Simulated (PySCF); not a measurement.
# 1,2,3-trifluoropropane (C3H5F3): NMR shifts at several levels of theory

How much do the NMR shifts of 1,2,3-trifluoropropane (C3H5F3) (`FCC(F)CF`) depend on the level of theory, and what does each level cost?

Programs: PySCF 2.14.0, with density-fitted response routines of our own. Each step states its level of theory. These are calculated values for one molecule in the gas phase, unless marked as measured. Atoms are numbered from 0 throughout.

## (1) The starting structure

11 atoms, charge 0, multiplicity 1; geometry from: GFN2-xTB.

Bonds of the start (Å): F0–C1 1.37, C1–C2 1.53, C2–F3 1.38, C2–C4 1.53, C4–F5 1.37, C1–H6 1.09, C1–H7 1.09, C2–H8 1.10, C4–H9 1.09, C4–H10 1.09.

## (2) Relaxing the molecule at PBE0-D3(BJ)/def2-SVP

Job settings and geometry (Å):

```
{"job": {"xc": "PBE0", "basis": "def2-SVP", "d3": "d3bj", "grid": 1, "kind": "geom"}, "charge": 0, "multiplicity": 1}
F     -1.172594     1.531226    -0.326393
C     -1.256311     0.166303    -0.276904
C     -0.051919    -0.431160     0.448118
F     -0.135336    -0.166989     1.795256
C      1.280810     0.114420    -0.069455
F      1.548401    -0.447442    -1.288000
H     -1.282857    -0.195588    -1.308959
H     -2.181805    -0.082516     0.250329
H     -0.077953    -1.523709     0.340581
H      2.092459    -0.161620     0.610567
H      1.242530     1.199744    -0.201105
```

The log of the run:

```text
step   0  E = -416.09938161  max force = 0.010939
step   1  E = -416.09972463  max force = 0.009885
step   2  E = -416.10122137  max force = 0.003965
step   3  E = -416.10135481  max force = 0.002290
step   4  E = -416.10137205  max force = 0.000488
step   5  E = -416.10138054  max force = 0.000533
step   6  E = -416.10138667  max force = 0.000732
step   7  E = -416.10139216  max force = 0.000447
optimisation converged
```

Run time: 25 s. Hardware: 1 thread, shared host.

Along the way:

```tsv
step	energy from step 0 (eV)	largest force component (eV/Å)
0	0.0000	0.5625
1	-0.0093	0.5083
2	-0.0501	0.2039
3	-0.0537	0.1178
4	-0.0542	0.0251
5	-0.0544	0.0274
6	-0.0546	0.0376
7	-0.0547	0.0230
```

Close pairs (by a distance rule), those that changed most:

```tsv
bond	before (Å)	after (Å)	change (Å)
C1–C2	1.527	1.506	-0.021
C2–C4	1.530	1.516	-0.014
C1–H7	1.094	1.103	+0.009
C1–H6	1.094	1.103	+0.009
C4–H10	1.094	1.102	+0.008
C2–H8	1.098	1.106	+0.007
C4–H9	1.094	1.102	+0.007
C4–F5	1.368	1.370	+0.002
```

The next job starts from the end point, and lists it.

```tsv
at the end point	value
point group (found at 0.08 Å tolerance)	C1
rotational constants (GHz, main isotopes)	4.209, 2.939, 2.068
dipole moment (D)	1.50
```

## (3) Shielding tensors: HF/pcSseg-2

Job settings and geometry (Å):

```
{"job": {"kind": "nmr", "xc": "HF", "basis": "pcSseg-2", "pop": false}, "charge": 0, "multiplicity": 1}
F      0.327015     1.732568    -0.846858
C     -0.497098     0.647824    -0.987382
C     -0.518792    -0.173249     0.275079
F     -1.124285     0.531368     1.289166
C      0.865212    -0.558110     0.760460
F      1.465851    -1.348568    -0.183474
H     -0.131071     0.020525    -1.817130
H     -1.516815     0.999449    -1.216346
H     -1.108623    -1.087461     0.078529
H      0.785268    -1.109075     1.711123
H      1.465034     0.352736     0.915358
```

Method: GIAO HF/pcSseg-2 NMR shielding, non-relativistic, gas phase.

The log of the run:

```text
final grid: 95296 points
cycle   1  E = -414.8181028753  dE =  8.979e-01  |g| = 8.769e-01  |ddm| = 2.092e+00
cycle   2  E = -414.9313649196  dE = -1.133e-01  |g| = 5.521e-01  |ddm| = 7.297e-01
cycle   3  E = -414.9777314457  dE = -4.637e-02  |g| = 6.976e-02  |ddm| = 2.612e-01
cycle   4  E = -414.9790493261  dE = -1.318e-03  |g| = 1.906e-02  |ddm| = 6.553e-02
cycle   5  E = -414.9791539184  dE = -1.046e-04  |g| = 4.035e-03  |ddm| = 1.896e-02
cycle   6  E = -414.9791605838  dE = -6.665e-06  |g| = 1.439e-03  |ddm| = 5.086e-03
cycle   7  E = -414.9791614608  dE = -8.770e-07  |g| = 5.330e-04  |ddm| = 1.839e-03
cycle   8  E = -414.9791615609  dE = -1.001e-07  |g| = 1.655e-04  |ddm| = 5.326e-04
cycle   9  E = -414.9791615711  dE = -1.028e-08  |g| = 2.606e-05  |ddm| = 1.798e-04
cycle  10  E = -414.9791615714  dE = -2.968e-10  |g| = 5.798e-06  |ddm| = 4.185e-05
converged SCF energy = -414.9791615714

GIAO shielding tensors (ppm)
atom      isotropic    diamagn.    paramagn.     s11        s22        s33       span
  0 F      463.965     466.811      -2.846    427.644    473.603    490.647     63.003
  1 C      116.178     234.951    -118.773     89.587     97.782    161.166     71.579
  2 C      108.620     237.738    -129.118     83.409     93.125    149.325     65.917
  3 F      434.728     466.125     -31.396    403.808    437.189    463.187     59.379
  4 C      118.912     235.428    -116.516     89.110     92.838    174.787     85.678
  5 F      459.704     466.389      -6.685    424.899    460.950    493.264     68.365
  6 H       27.446      28.982      -1.536     24.538     26.687     31.113      6.575
  7 H       27.237      27.818      -0.581     23.170     26.755     31.786      8.616
  8 H       27.635      29.528      -1.894     24.755     27.244     30.905      6.150
  9 H       27.470      27.886      -0.417     23.715     27.545     31.149      7.434
 10 H       27.157      28.825      -1.668     24.653     27.267     29.550      4.897
```

Run time: 14 s. Hardware: 1 thread, shared host.

The references, computed at this level on geometries of the same kind, shield at (ppm): 1H TMS 31.68, 13C TMS 191.5, 19F CFCl3 245.3. Their shielding less the atom's gives the shift. The references are single molecules in the gas phase, so shifts against H2O, NH3, PH3, H3PO4 or CFCl3 are not on the usual liquid scales and can be off by tens of ppm. Atoms listed in one row are averaged.

```tsv
atoms	environment	σ (ppm)	δ (ppm)
C2	sp3 CH bonded to F	108.6	82.9
C1, C4	sp3 CH2 bonded to F	117.5	73.9
H7, H10	hydrogen on an sp3 CH2 bonded to F	27.20	4.49
H6, H9	hydrogen on an sp3 CH2 bonded to F	27.46	4.22
H8	hydrogen on an sp3 CH bonded to F	27.63	4.05
F3	fluorine on an sp3 carbon	434.7	-189.5
F0, F5	fluorine on an sp3 carbon	461.8	-216.6
```

## (4) Nuclear shieldings: LDA/pcSseg-2

Settings changed since step 3:

```diff
@@ -1,2 +1,2 @@
-{"job": {"kind": "nmr", "xc": "HF", "basis": "pcSseg-2", "pop": false}, "charge": 0, "multiplicity": 1}
+{"job": {"kind": "nmr", "xc": "LDA", "basis": "pcSseg-2", "pop": false}, "charge": 0, "multiplicity": 1}
 F      0.327015     1.732568    -0.846858
```

Level: GIAO LDA/pcSseg-2 NMR shielding, non-relativistic, gas phase.

The log of the run:

```text
coarse grid: 9616 points
cycle   1  E = -413.9708802922  dE =  5.265e-01  |g| = 6.950e-01  |ddm| = 2.265e+00
cycle   2  E = -413.7793265866  dE =  1.916e-01  |g| = 1.354e+00  |ddm| = 1.469e+00
cycle   3  E = -414.0410560048  dE = -2.617e-01  |g| = 1.332e-01  |ddm| = 1.028e+00
cycle   4  E = -414.0440694011  dE = -3.013e-03  |g| = 5.279e-02  |ddm| = 1.056e-01
cycle   5  E = -414.0446578609  dE = -5.885e-04  |g| = 1.047e-02  |ddm| = 4.252e-02
cycle   6  E = -414.0446688354  dE = -1.097e-05  |g| = 6.268e-03  |ddm| = 8.583e-03
cycle   7  E = -414.0446747385  dE = -5.903e-06  |g| = 5.678e-04  |ddm| = 3.756e-03
final grid: 95296 points
cycle   8  E = -414.0374342872  dE = -1.176e-04  |g| = 7.257e-03  |ddm| = 4.437e-02
cycle   9  E = -414.0374100661  dE =  2.422e-05  |g| = 1.421e-02  |ddm| = 9.783e-03
cycle  10  E = -414.0374429696  dE = -3.290e-05  |g| = 1.142e-03  |ddm| = 7.066e-03
cycle  11  E = -414.0374431486  dE = -1.790e-07  |g| = 4.484e-04  |ddm| = 1.196e-03
cycle  12  E = -414.0374431886  dE = -4.000e-08  |g| = 6.409e-05  |ddm| = 3.727e-04
cycle  13  E = -414.0374431889  dE = -3.115e-10  |g| = 4.389e-05  |ddm| = 5.923e-05
cycle  14  E = -414.0374431892  dE = -2.841e-10  |g| = 4.958e-06  |ddm| = 2.821e-05
converged SCF energy = -414.0374431892

GIAO shielding tensors (ppm)
atom      isotropic    diamagn.    paramagn.     s11        s22        s33       span
  0 F      437.177     466.924     -29.747    396.134    444.792    470.604     74.470
  1 C       91.593     238.925    -147.332     57.218     68.522    149.040     91.821
  2 C       80.574     239.887    -159.313     48.770     63.299    129.654     80.883
  3 F      393.108     465.864     -72.756    348.166    401.361    429.798     81.632
  4 C       95.825     239.025    -143.200     58.536     63.113    165.827    107.291
  5 F      429.096     466.112     -37.016    390.984    422.123    474.181     83.196
  6 H       25.914      28.282      -2.369     22.934     25.678     29.128      6.194
  7 H       25.899      27.852      -1.953     21.706     25.457     30.534      8.828
  8 H       26.081      28.965      -2.883     23.406     26.319     28.519      5.114
  9 H       26.224      27.931      -1.707     22.744     26.380     29.547      6.803
 10 H       25.858      28.153      -2.296     23.560     26.090     27.923      4.363
```

Wall time 30 s (1 thread, shared host).

In short: δ C2 99.7, C1 86.6, F3 -254.9, F0 -294.9, H7 4.89, H6 4.70 ppm (means over like atoms).

## (5) Shielding tensors: PBE/pcSseg-2

Settings changed since step 4:

```diff
@@ -1,2 +1,2 @@
-{"job": {"kind": "nmr", "xc": "LDA", "basis": "pcSseg-2", "pop": false}, "charge": 0, "multiplicity": 1}
+{"job": {"kind": "nmr", "xc": "PBE", "basis": "pcSseg-2", "pop": false}, "charge": 0, "multiplicity": 1}
 F      0.327015     1.732568    -0.846858
```

Level: GIAO PBE/pcSseg-2 NMR shielding, non-relativistic, gas phase.

The log of the run:

```text
coarse grid: 9616 points
cycle   1  E = -416.4988955266  dE =  5.391e-01  |g| = 7.361e-01  |ddm| = 2.112e+00
cycle   2  E = -416.2816276336  dE =  2.173e-01  |g| = 1.424e+00  |ddm| = 1.533e+00
cycle   3  E = -416.5762455401  dE = -2.946e-01  |g| = 1.287e-01  |ddm| = 1.095e+00
cycle   4  E = -416.5791235787  dE = -2.878e-03  |g| = 5.103e-02  |ddm| = 1.062e-01
cycle   5  E = -416.5796778488  dE = -5.543e-04  |g| = 1.153e-02  |ddm| = 4.390e-02
cycle   6  E = -416.5796918329  dE = -1.398e-05  |g| = 6.478e-03  |ddm| = 9.168e-03
cycle   7  E = -416.5796982977  dE = -6.465e-06  |g| = 5.949e-04  |ddm| = 4.006e-03
final grid: 95296 points
cycle   8  E = -416.5805568090  dE = -1.572e-04  |g| = 1.457e-02  |ddm| = 5.205e-02
cycle   9  E = -416.5804568366  dE =  9.997e-05  |g| = 2.820e-02  |ddm| = 2.162e-02
cycle  10  E = -416.5805978944  dE = -1.411e-04  |g| = 2.615e-03  |ddm| = 1.427e-02
cycle  11  E = -416.5805990676  dE = -1.173e-06  |g| = 7.619e-04  |ddm| = 2.613e-03
cycle  12  E = -416.5805991658  dE = -9.828e-08  |g| = 1.189e-04  |ddm| = 6.292e-04
cycle  13  E = -416.5805991668  dE = -9.891e-10  |g| = 8.661e-05  |ddm| = 1.209e-04
cycle  14  E = -416.5805991679  dE = -1.096e-09  |g| = 1.013e-05  |ddm| = 5.659e-05
cycle  15  E = -416.5805991679  dE = -1.967e-11  |g| = 3.078e-06  |ddm| = 1.272e-05
converged SCF energy = -416.5805991679

GIAO shielding tensors (ppm)
atom      isotropic    diamagn.    paramagn.     s11        s22        s33       span
  0 F      429.311     467.926     -38.615    398.392    433.637    455.905     57.513
  1 C       92.848     238.624    -145.776     59.594     71.106    147.845     88.251
  2 C       82.612     239.972    -157.360     52.491     66.088    129.257     76.766
  3 F      389.316     466.667     -77.351    348.381    399.813    419.754     71.373
  4 C       96.635     238.974    -142.339     60.961     66.108    162.836    101.875
  5 F      421.553     467.134     -45.581    392.951    412.970    458.740     65.789
  6 H       26.419      28.918      -2.499     23.479     26.176     29.602      6.122
  7 H       26.422      28.053      -1.631     22.292     25.997     30.977      8.685
  8 H       26.638      29.444      -2.806     23.971     26.887     29.055      5.084
  9 H       26.732      28.126      -1.394     23.267     26.919     30.010      6.744
 10 H       26.368      28.859      -2.490     24.102     26.614     28.389      4.287
```

Wall time 38 s (1 thread, shared host).

This run: δ C2 96.8, C1 84.7, F3 -246.4, F0 -282.5, H7 4.78, H6 4.60 ppm (means over like atoms).

## (6) NMR shieldings: BLYP/pcSseg-2

Settings changed since step 5:

```diff
@@ -1,2 +1,2 @@
-{"job": {"kind": "nmr", "xc": "PBE", "basis": "pcSseg-2", "pop": false}, "charge": 0, "multiplicity": 1}
+{"job": {"kind": "nmr", "xc": "BLYP", "basis": "pcSseg-2", "pop": false}, "charge": 0, "multiplicity": 1}
 F      0.327015     1.732568    -0.846858
```

Level: GIAO BLYP/pcSseg-2 NMR shielding, non-relativistic, gas phase.

The log of the run:

```text
coarse grid: 9616 points
cycle   1  E = -416.8472639137  dE =  5.354e-01  |g| = 8.059e-01  |ddm| = 2.093e+00
cycle   2  E = -416.5709107863  dE =  2.764e-01  |g| = 1.597e+00  |ddm| = 1.720e+00
cycle   3  E = -416.9380315167  dE = -3.671e-01  |g| = 1.392e-01  |ddm| = 1.262e+00
cycle   4  E = -416.9413339294  dE = -3.302e-03  |g| = 5.545e-02  |ddm| = 1.142e-01
cycle   5  E = -416.9419956862  dE = -6.618e-04  |g| = 1.336e-02  |ddm| = 4.978e-02
cycle   6  E = -416.9420146263  dE = -1.894e-05  |g| = 7.443e-03  |ddm| = 1.043e-02
cycle   7  E = -416.9420231067  dE = -8.480e-06  |g| = 7.068e-04  |ddm| = 4.585e-03
final grid: 95296 points
cycle   8  E = -416.9411285731  dE = -1.267e-04  |g| = 1.287e-02  |ddm| = 5.039e-02
cycle   9  E = -416.9410489859  dE =  7.959e-05  |g| = 2.569e-02  |ddm| = 1.784e-02
cycle  10  E = -416.9411569040  dE = -1.079e-04  |g| = 1.742e-03  |ddm| = 1.246e-02
cycle  11  E = -416.9411574064  dE = -5.024e-07  |g| = 6.567e-04  |ddm| = 1.947e-03
cycle  12  E = -416.9411574897  dE = -8.326e-08  |g| = 1.098e-04  |ddm| = 5.810e-04
cycle  13  E = -416.9411574900  dE = -3.419e-10  |g| = 9.574e-05  |ddm| = 1.106e-04
cycle  14  E = -416.9411574914  dE = -1.342e-09  |g| = 7.990e-06  |ddm| = 5.947e-05
cycle  15  E = -416.9411574914  dE = -1.205e-11  |g| = 2.513e-06  |ddm| = 1.016e-05
converged SCF energy = -416.9411574914

GIAO shielding tensors (ppm)
atom      isotropic    diamagn.    paramagn.     s11        s22        s33       span
  0 F      426.630     468.799     -42.169    397.940    429.707    452.243     54.302
  1 C       87.704     235.995    -148.291     54.740     65.961    142.412     87.672
  2 C       77.066     237.667    -160.602     47.436     60.661    123.099     75.663
  3 F      387.439     467.619     -80.180    346.898    398.422    416.996     70.098
  4 C       91.373     236.535    -145.162     55.767     60.962    157.391    101.624
  5 F      418.901     468.083     -49.182    392.302    409.521    454.880     62.578
  6 H       26.596      28.859      -2.264     23.717     26.404     29.666      5.950
  7 H       26.606      28.263      -1.657     22.557     26.200     31.061      8.503
  8 H       26.854      29.442      -2.588     24.226     27.212     29.123      4.897
  9 H       26.902      28.338      -1.436     23.511     27.111     30.083      6.572
 10 H       26.532      28.743      -2.212     24.316     26.804     28.475      4.160
```

It took 38 s on 1 thread, shared host.

Key values: δ C2 97.9, C1 85.5, F3 -244.3, F0 -279.6, H7 4.81, H6 4.63 ppm (means over like atoms).

## (7) Nuclear shieldings: BP86/pcSseg-2

Settings changed since step 6:

```diff
@@ -1,2 +1,2 @@
-{"job": {"kind": "nmr", "xc": "BLYP", "basis": "pcSseg-2", "pop": false}, "charge": 0, "multiplicity": 1}
+{"job": {"kind": "nmr", "xc": "BP86", "basis": "pcSseg-2", "pop": false}, "charge": 0, "multiplicity": 1}
 F      0.327015     1.732568    -0.846858
```

Method: GIAO BP86/pcSseg-2 NMR shielding, non-relativistic, gas phase.

The log of the run:

```text
coarse grid: 9616 points
cycle   1  E = -416.9325220926  dE =  5.421e-01  |g| = 7.567e-01  |ddm| = 2.118e+00
cycle   2  E = -416.7047931365  dE =  2.277e-01  |g| = 1.464e+00  |ddm| = 1.423e+00
cycle   3  E = -417.0131973725  dE = -3.084e-01  |g| = 1.287e-01  |ddm| = 1.017e+00
cycle   4  E = -417.0161028129  dE = -2.905e-03  |g| = 5.013e-02  |ddm| = 1.038e-01
cycle   5  E = -417.0166336493  dE = -5.308e-04  |g| = 1.205e-02  |ddm| = 4.160e-02
cycle   6  E = -417.0166489691  dE = -1.532e-05  |g| = 6.530e-03  |ddm| = 8.896e-03
cycle   7  E = -417.0166558654  dE = -6.896e-06  |g| = 6.733e-04  |ddm| = 3.894e-03
final grid: 95296 points
cycle   8  E = -417.0142207283  dE = -1.558e-04  |g| = 6.539e-03  |ddm| = 5.273e-02
cycle   9  E = -417.0142071668  dE =  1.356e-05  |g| = 1.039e-02  |ddm| = 1.026e-02
cycle  10  E = -417.0142294008  dE = -2.223e-05  |g| = 1.821e-03  |ddm| = 6.438e-03
cycle  11  E = -417.0142298721  dE = -4.713e-07  |g| = 6.469e-04  |ddm| = 1.427e-03
cycle  12  E = -417.0142299382  dE = -6.610e-08  |g| = 6.015e-05  |ddm| = 4.494e-04
cycle  13  E = -417.0142299384  dE = -2.083e-10  |g| = 4.867e-05  |ddm| = 7.285e-05
cycle  14  E = -417.0142299388  dE = -3.458e-10  |g| = 8.691e-06  |ddm| = 3.288e-05
converged SCF energy = -417.0142299388

GIAO shielding tensors (ppm)
atom      isotropic    diamagn.    paramagn.     s11        s22        s33       span
  0 F      430.056     467.363     -37.307    398.360    434.746    457.064     58.704
  1 C       92.890     238.606    -145.716     59.677     71.451    147.540     87.863
  2 C       82.722     239.918    -157.197     52.397     66.284    129.484     77.087
  3 F      390.939     466.256     -75.317    350.349    401.090    421.377     71.029
  4 C       96.676     238.934    -142.258     61.161     66.421    162.446    101.285
  5 F      422.609     466.642     -44.033    393.539    414.460    459.828     66.288
  6 H       26.492      28.892      -2.400     23.556     26.245     29.675      6.119
  7 H       26.492      28.111      -1.619     22.374     26.076     31.025      8.651
  8 H       26.697      29.464      -2.766     24.056     26.951     29.085      5.029
  9 H       26.797      28.184      -1.387     23.347     26.985     30.060      6.714
 10 H       26.430      28.806      -2.376     24.155     26.683     28.451      4.296
```

Wall time 36 s (1 thread, shared host).

In short: δ C2 96.5, C1 84.4, F3 -247.0, F0 -282.4, H7 4.77, H6 4.59 ppm (means over like atoms).

## (8) Nuclear shieldings: OPBE/pcSseg-2

Settings changed since step 7:

```diff
@@ -1,2 +1,2 @@
-{"job": {"kind": "nmr", "xc": "BP86", "basis": "pcSseg-2", "pop": false}, "charge": 0, "multiplicity": 1}
+{"job": {"kind": "nmr", "xc": "OPBE", "basis": "pcSseg-2", "pop": false}, "charge": 0, "multiplicity": 1}
 F      0.327015     1.732568    -0.846858
```

With the program's defaults for keys left out, this is: GIAO OPBE/pcSseg-2 NMR shielding, non-relativistic, gas phase.

The log of the run:

```text
coarse grid: 9616 points
cycle   1  E = -416.7164969328  dE =  5.431e-01  |g| = 7.748e-01  |ddm| = 2.116e+00
cycle   2  E = -416.4878609245  dE =  2.286e-01  |g| = 1.449e+00  |ddm| = 1.603e+00
cycle   3  E = -416.8033511758  dE = -3.155e-01  |g| = 1.206e-01  |ddm| = 1.143e+00
cycle   4  E = -416.8059168185  dE = -2.566e-03  |g| = 5.328e-02  |ddm| = 1.126e-01
cycle   5  E = -416.8065213540  dE = -6.045e-04  |g| = 1.273e-02  |ddm| = 4.712e-02
cycle   6  E = -416.8065394616  dE = -1.811e-05  |g| = 6.620e-03  |ddm| = 9.811e-03
cycle   7  E = -416.8065463344  dE = -6.873e-06  |g| = 8.701e-04  |ddm| = 4.328e-03
final grid: 95296 points
cycle   8  E = -416.8011411543  dE = -3.488e-04  |g| = 1.972e-02  |ddm| = 8.161e-02
cycle   9  E = -416.8010723375  dE =  6.882e-05  |g| = 2.831e-02  |ddm| = 3.378e-02
cycle  10  E = -416.8011975675  dE = -1.252e-04  |g| = 4.114e-03  |ddm| = 2.191e-02
cycle  11  E = -416.8012004433  dE = -2.876e-06  |g| = 1.021e-03  |ddm| = 2.650e-03
cycle  12  E = -416.8012006687  dE = -2.254e-07  |g| = 1.589e-04  |ddm| = 9.521e-04
cycle  13  E = -416.8012006716  dE = -2.902e-09  |g| = 9.390e-05  |ddm| = 1.563e-04
cycle  14  E = -416.8012006728  dE = -1.276e-09  |g| = 2.615e-05  |ddm| = 6.189e-05
cycle  15  E = -416.8012006729  dE = -1.050e-10  |g| = 5.474e-06  |ddm| = 2.287e-05
converged SCF energy = -416.8012006729

GIAO shielding tensors (ppm)
atom      isotropic    diamagn.    paramagn.     s11        s22        s33       span
  0 F      428.881     468.784     -39.904    403.232    432.077    451.332     48.100
  1 C      100.710     241.851    -141.141     67.834     80.017    154.280     86.446
  2 C       91.682     243.220    -151.538     62.068     75.752    137.226     75.157
  3 F      392.470     467.143     -74.673    355.849    403.005    418.555     62.707
  4 C      104.190     242.397    -138.207     69.987     75.182    167.400     97.412
  5 F      422.313     467.885     -45.572    398.057    414.244    454.639     56.582
  6 H       26.525      29.436      -2.911     23.545     26.200     29.829      6.284
  7 H       26.515      27.841      -1.327     22.350     26.104     31.092      8.742
  8 H       26.708      29.801      -3.094     24.024     26.784     29.315      5.291
  9 H       26.830      27.908      -1.078     23.278     27.009     30.202      6.924
 10 H       26.474      29.557      -3.083     24.132     26.717     28.574      4.441
```

Wall time 38 s (1 thread, shared host).

In short: δ C2 92.7, C1 82.0, F3 -237.3, F0 -270.4, H7 4.70, H6 4.52 ppm (means over like atoms).

## (9) Run by run: NMR shifts

Shifts (ppm), means over like atoms, with basis size and wall time:

```tsv
run	C2	C1	H7	H6	H8	F3	F0	functions	time
HF/pcSseg-2	82.9	73.9	4.49	4.22	4.05	-189.5	-216.6	286	14 s
LDA/pcSseg-2	99.7	86.6	4.89	4.70	4.69	-254.9	-294.9	286	30 s
PBE/pcSseg-2	96.8	84.7	4.78	4.60	4.54	-246.4	-282.5	286	38 s
BLYP/pcSseg-2	97.9	85.5	4.81	4.63	4.52	-244.3	-279.6	286	38 s
BP86/pcSseg-2	96.5	84.4	4.77	4.59	4.54	-247.0	-282.4	286	36 s
OPBE/pcSseg-2	92.7	82.0	4.70	4.52	4.49	-237.3	-270.4	286	38 s
```

## (10) What came out

```
                                                               quantity                 value
                                                            point group                    C1
                                   rotational constants (main isotopes)  4.21, 2.94, 2.07 GHz
  13C shifts against TMS (HF/pcSseg-2, means over atoms taken as alike)        82.9, 73.9 ppm
   1H shifts against TMS (HF/pcSseg-2, means over atoms taken as alike)  4.49, 4.22, 4.05 ppm
19F shifts against CFCl3 (HF/pcSseg-2, means over atoms taken as alike)    -189.5, -216.6 ppm
                                               range of the shift of F0  -294.9 to -216.6 ppm
```

What this shows: Single values in the summary come from the first run of each kind that ended normally (HF/pcSseg-2), which need not be the best level. Over 7 steps the energy fell by 0.055 eV; of the close pairs, C1–C2 changed most, 1.527 to 1.506 Å. At HF/pcSseg-2: The widest tensor belongs to C1, C4: span 79 ppm, with a paramagnetic part of -118 ppm. Across the 6 runs the shift of F0 (with its like atoms) moves most, between -294.9 (LDA/pcSseg-2) and -216.6 ppm (HF/pcSseg-2).
